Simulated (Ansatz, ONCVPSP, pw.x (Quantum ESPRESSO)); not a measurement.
## pw.x on fcc Rh: one setting changed

Potential: optimised norm-conserving Vanderbilt (ONCV), ONCVPSP 4.0.1, PBEsol; core [Kr], reference 4d8 5s1; waves: 5s: rc 2.75 bohr, ncon 3, nbas 7, qcut 2 1/bohr, 2 projectors, debl 2.8 Ha; p scattering state at 0.29 Ha: rc 2.60 bohr, ncon 4, nbas 8, qcut 2.6 1/bohr, 2 projectors, debl 0.6 Ha; 4d: rc 1.95 bohr, ncon 4, nbas 9, qcut 6.6 1/bohr, 2 projectors, debl 0.4 Ha; local part: polynomial inside 1.55 bohr (lpopt 5, dvloc0 1 Ha); core correction: polynomial model core, fcfact 0.25. In the p channel the program set the typed energies aside and used 0.050, 0.650 Ha.

The reference run (k-mesh 15³, cutoffs 55/220 Ry, Fermi–Dirac 0.01 Ry, mixing_beta 0.4, conv_thr 1e-9, no spin) gives 0.09 GPa at 13.588 Å³/atom, where all-electron LAPW gives -1.10 GPa. This run, with its own iteration cap, changes nosym to true.

```
&control
  calculation='scf', prefix='x', pseudo_dir='./', outdir='./tmp', tstress=.true., disk_io='none'
/
&system
  ibrav=0, nat=1, ntyp=1, ecutwfc=55, ecutrho=220, nbnd=12,
  occupations='smearing', smearing='fd', degauss=0.01, nosym=.true.
/
&electrons
  conv_thr=1e-09, mixing_beta=0.4, electron_maxstep=50
/
ATOMIC_SPECIES
Rh 1.0 Rh.UPF
CELL_PARAMETERS angstrom
  0.00000000 1.89397909 1.89397909
  1.89397909 0.00000000 1.89397909
  1.89397909 1.89397909 0.00000000
ATOMIC_POSITIONS crystal
Rh 0.0000 0.0000 0.0000
K_POINTS automatic
15 15 15 0 0 0
```

```bash
pw.x < Rh.scf.in > Rh.scf.out
```

Problem. How does the run end?

Solution. It converges in 7 iterations; the free energy moves by +0.0 meV/atom and the pressure by -0.01 GPa. The result is that of the reference run.

```
lattice parameter (alat)  =       5.0616  a.u.
     unit-cell volume          =      91.6964 (a.u.)^3
     number of electrons       =         9.00
     number of Kohn-Sham states=           12
     kinetic-energy cutoff     =      55.0000  Ry
     charge density cutoff     =     220.0000  Ry
     scf convergence threshold =      1.0E-09
     Exchange-correlation= PBESOL
     number of k points=  1688  Fermi-Dirac smearing, width (Ry)=  0.0100
     iteration #  1     ecut=    55.00 Ry     beta= 0.40
     total energy              =     -50.10052593 Ry
     estimated scf accuracy    <       0.13130743 Ry
     iteration #  2     ecut=    55.00 Ry     beta= 0.40
     total energy              =     -50.11968257 Ry
     estimated scf accuracy    <       0.00201407 Ry
     iteration #  3     ecut=    55.00 Ry     beta= 0.40
     c_bands:  1 eigenvalues not converged
     c_bands:  1 eigenvalues not converged
     c_bands:  1 eigenvalues not converged
     [... 54 repeated lines left out ...]
     total energy              =     -50.12030951 Ry
     estimated scf accuracy    <       0.00017067 Ry
     iteration #  4     ecut=    55.00 Ry     beta= 0.40
     [... 37 repeated lines left out ...]
     total energy              =     -50.12031512 Ry
     estimated scf accuracy    <       0.00001825 Ry
     iteration #  5     ecut=    55.00 Ry     beta= 0.40
     total energy              =     -50.12031867 Ry
     estimated scf accuracy    <       0.00000009 Ry
     iteration #  6     ecut=    55.00 Ry     beta= 0.40
     total energy              =     -50.12031874 Ry
     estimated scf accuracy    <          6.5E-09 Ry
     iteration #  7     ecut=    55.00 Ry     beta= 0.40
     the Fermi energy is    16.5804 ev
!    total energy              =     -50.12031874 Ry
     estimated scf accuracy    <          9.5E-10 Ry
     smearing contrib. (-TS)   =      -0.00604790 Ry
     The total energy is F=E-TS. E is the sum of the following terms:
     one-electron contribution =      13.86360881 Ry
     hartree contribution      =       3.66466441 Ry
     xc contribution           =     -15.76167385 Ry
     ewald contribution        =     -51.88087021 Ry
     convergence has been achieved in   7 iterations
          total   stress  (Ry/bohr**3)                   (kbar)     P=        0.77
     Message from routine punch:
     Nothing written, as per user request (disk_io='none')
```

The run took about 2.3 min on one core of a shared host (Intel(R) Xeon(R) Platinum 8488C, 96 threads, 744 GiB, load 62).
